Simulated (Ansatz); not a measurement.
# C2H3N, SMILES C=C=N: a composite energy at a relaxed geometry

With the Python package of Ansatz (0.2.0).

Run as a notebook:

**Cell 1**
```python
import itertools

import ansatz as az
from ase import Atoms
from ase.data import atomic_numbers, covalent_radii
import numpy as np
```

**Cell 2**
```python
atoms = Atoms(["C", "C", "N", "H", "H", "H"], positions=[
    (-0.6742, -0.0802, -0.5877),
    (0.1584, 0.1457, 0.327),
    (0.924, 0.3219, 1.1555),
    (-0.6329, 0.5785, -1.5018),
    (-1.5133, -0.7669, -0.4814),
    (1.7802, -0.2631, 1.0423),
])
molecule = az.Crystal.molecule_from_ase(atoms)
```

**Cell 3**
```python
base = (
    molecule.calculation()
    .basis(gaussian="def2-SVP")
    .functional("pbe0", dispersion="d4")
)
symbols = [site.symbol for site in molecule.cartesian_sites]
start = np.array([site.position_ang for site in molecule.cartesian_sites], dtype=float)
summary = base.relax(force_tolerance=0.01).run(threads=1, backend="cpu").report
end = np.array(summary["positions_ang"])
# pairs closer than 1.2 times the sum of covalent radii, before or after
radius = [covalent_radii[atomic_numbers[s]] for s in symbols]
span = lambda where, i, j: np.linalg.norm(where[i] - where[j])
bonded = [(i, j) for i, j in itertools.combinations(range(len(symbols)), 2) if min(span(start, i, j), span(end, i, j)) < 1.2 * (radius[i] + radius[j])]
print("pair        before    after (A)")
for i, j in bonded:
    print(f"{symbols[i]}{i}-{symbols[j]}{j}".ljust(10), f"{span(start, i, j):8.4f} {span(end, i, j):8.4f}")
for first, second in list(itertools.combinations(bonded, 2)):
    shared = set(first) & set(second)
    if shared and symbols[(j := shared.pop())] != "H":
        i, k = sorted((set(first) | set(second)) - {j})
        u, v = end[i] - end[j], end[k] - end[j]
        angle = np.degrees(np.arccos(np.clip(u @ v / np.linalg.norm(u) / np.linalg.norm(v), -1, 1)))
        print(f"final angle {symbols[i]}{i}-{symbols[j]}{j}-{symbols[k]}{k}: {angle:.2f} deg")
```
Output:
```text
pair        before    after (A)
C0-C1        1.2574   1.3141
C0-H3        1.1275   1.0915
C0-H4        1.0895   1.0915
C1-N2        1.1418   1.2232
N2-H5        1.0431   1.0232
final angle C1-C0-H3: 120.21 deg
final angle C1-C0-H4: 120.29 deg
final angle C0-C1-N2: 174.59 deg
final angle H3-C0-H4: 119.49 deg
final angle C1-N2-H5: 115.91 deg
```

**Cell 4**
```python
minimum = az.Crystal.molecule()
for symbol, place in zip(symbols, end):
    minimum = minimum.atom(symbol, place.tolist())
at_minimum = minimum.calculation()
# MP2 extrapolated to the basis limit, plus the small-basis difference CCSD(T) - MP2
level = lambda method, basis: at_minimum.basis(gaussian=basis).correlation(method).run(threads=1, backend="cpu").report
small, large, cluster = level("mp2", "cc-pVDZ"), level("mp2", "cc-pVTZ"), level("ccsd_t", "cc-pVDZ")
corr = lambda each: (each["free_energy_ev"] - each["reference_energy_ev"]) / 27.211386246
mp2_limit = (27 * corr(large) - 8 * corr(small)) / 19
pieces = {"HF / cc-pVTZ": large["reference_energy_ev"] / 27.211386246, "MP2 correlation, DZ-TZ limit": mp2_limit, "CCSD(T) - MP2 / cc-pVDZ": corr(cluster) - corr(small)}
for name, value in pieces.items():
    print(f"{name:32s} {value:14.6f} Ha")
print(f"{'sum':32s} {sum(pieces.values()):14.6f} Ha")
print("T1 diagnostic", round(cluster["correlation"]["coupled_cluster"]["t1_diagnostic"], 4))
```
Output:
```text
HF / cc-pVTZ                        -131.923753 Ha
MP2 correlation, DZ-TZ limit          -0.554713 Ha
CCSD(T) - MP2 / cc-pVDZ               -0.042057 Ha
sum                                 -132.520523 Ha
T1 diagnostic 0.015
```

Notes:
- Total energies depend on the basis set; only differences at equal settings carry meaning.
- The sum leaves out core correlation, relativity, the Hartree-Fock basis error and zero-point energy; a DZ-TZ extrapolation is rough.
- Inner cores stay frozen, so this is valence correlation.
- An extrapolation from small basis sets is rough.
- Timing: 18 s on 1 thread of Arm Neoverse V1, with other jobs on the host, peak memory 0.25 GiB.
